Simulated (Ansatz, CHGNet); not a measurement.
For rock-salt HfN, the machine-learned potential CHGNet-r²SCAN (trained on r²SCAN data) gives:

* **lattice constant a**: 4.511 Å
* **TO(Γ) frequency**: 239 cm⁻¹
* **elastic constant C11**: 352 GPa
* **elastic constant C44**: 47.8 GPa
* **Voigt–Reuss–Hill shear modulus**: 52.7 GPa

Problem. What does r²SCAN in Ansatz (PAW) give for the same quantities?

Solution. 
- lattice constant a: 4.525 Å (rises by 0.3 %)
- zone-centre TO phonon frequency: 492 cm⁻¹ (increases by 110 %)
- elastic constant C11: 608 GPa (increases by 73 %)
- elastic constant C44: 126 GPa (rises by 160 %)
- Voigt–Reuss–Hill shear modulus: 165 GPa (goes up by 210 %)

For comparison: lattice constant a 4.524 Å (measured, room temperature, no zero-point or thermal correction; as tabulated in Seo, Lee, Wen, Petrov, Greene, Gall, J. Appl. Phys. 96, 878 (2004)); elastic constant C11 679 GPa (measured, temperature not stated, no zero-point or thermal correction; as tabulated in Wu et al. (2005), arXiv:cond-mat/0412374); elastic constant C44 150 GPa (measured, temperature not stated, not corrected to a static lattice; as tabulated in Wu et al. (2005), arXiv:cond-mat/0412374).

Changes are worked out from the printed values.

Unless a cell is named, each level is at its own relaxed cell (CHGNet-r²SCAN 11.47, r²SCAN 11.58 Å³/atom).

Levels without +SOC leave out spin–orbit coupling, which shifts energies and cells of such heavy elements.

Ansatz's density-functional and Hartree–Fock values are scalar-relativistic unless marked +SOC, with PAW data made under PBE.

Ansatz is a program for electronic structure.
